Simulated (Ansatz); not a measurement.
# C2H5Cl (chloroethane): the vertical energy of the triplet above the singlet from total energies

C2H5Cl has 8 atoms, charge 0, and is taken as a singlet. As SMILES, `CCCl`. Geometry: relaxed at PBE0-D4/def2-TZVP.

Both states at this one shape; open shells run unrestricted unless said. 1 Eh = 27.2114 eV.

```
                                    level  program  singlet C2H5Cl (Eh)  triplet C2H5Cl (Eh)
                          BHLYP/6-311+G**   Ansatz          -539.404955          -539.149440
                           PBE0/6-311+G**   Ansatz          -539.206805          -538.957433
CCSD(T)/6-311+G**, 7 core orbitals frozen   Ansatz          -538.684050          -538.426085
```

Q: Work out the vertical gap, second state less first, at each level.

A: 
1. BHLYP/6-311+G**: -539.149440 − (-539.404955) = 0.255515 Eh = 6.95 eV.
2. PBE0/6-311+G**: -538.957433 − (-539.206805) = 0.249372 Eh = 6.79 eV.
3. CCSD(T)/6-311+G**: -538.426085 − (-538.684050) = 0.257965 Eh = 7.02 eV.

No measured value is set beside it here; the levels span 6.79 to 7.02 eV.
